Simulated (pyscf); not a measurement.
PySCF, gas phase, ωB97X-D3(BJ)/def2-SVP geometries.

Estimate the classical barrier height and the reaction energy of `[NH2][TaH]([NH2])([NH2])[NH][SiH3]` → `[NH]=[Ta]([NH2])([NH2])[NH2]` + `[SiH4]` at ωB97M-D3(BJ)/def2-TZVP. The step runs on the singlet surface, breaks N–Si, H–Ta and forms H–Si; take the reactant's lowest minimum found as zero.

ΔE‡ = 99.5 kJ/mol, ΔE = +61.4 kJ/mol. Zero-point energy shifts the barrier by -4.6 kJ/mol. It is an elimination, with an imaginary mode of 260i cm⁻¹. At the saddle there is also a short Si–Ta contact that neither side keeps. This is the saddle that the search found; another between the same sides may lie lower. Elements past Kr carry the def2 core potentials, without spin-orbit coupling.
